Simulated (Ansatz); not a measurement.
**fcc Pd**

Computed with HSE06 (Ansatz, a first-principles code, plane waves, PAW).

Run with plane-wave cutoff 500 eV, 10×10×6 k mesh (along the axes of the cell as run), Fermi–Dirac smearing 0.1 eV, ferromagnetic start, spin-polarised with parallel moments, scalar-relativistic PAW data made under PBE.

Cell (relaxed with r²SCAN):

```cif
data_Pd4
_chemical_formula_sum 'Pd4'
_space_group_name_H-M_alt 'Fm-3m'
_space_group_IT_number 225
_space_group_name_Hall '-F 4 2 3'
_cell_length_a 3.91263
_cell_length_b 3.91263
_cell_length_c 3.91263
_cell_angle_alpha 90.000
_cell_angle_beta 90.000
_cell_angle_gamma 90.000
loop_
_atom_site_label
_atom_site_type_symbol
_atom_site_symmetry_multiplicity
_atom_site_Wyckoff_symbol
_atom_site_fract_x
_atom_site_fract_y
_atom_site_fract_z
_atom_site_occupancy
Pd1 Pd 4 a 0.00000 0.00000 0.00000 1
```
(The calculation used a cell of 2 atoms; values per cell refer to that cell.)

For fcc Pd, the magnetic moment per atom (the cell's total over its atoms) is 0.42 μB.

Note: exact exchange on metals is sensitive to the k mesh and can open a false gap; the run warned that the count of filled bands differs between k points; the collinear magnetic order is the start's and need not be the measured one.

Moments are spin moments.

Computed values are for the static lattice.
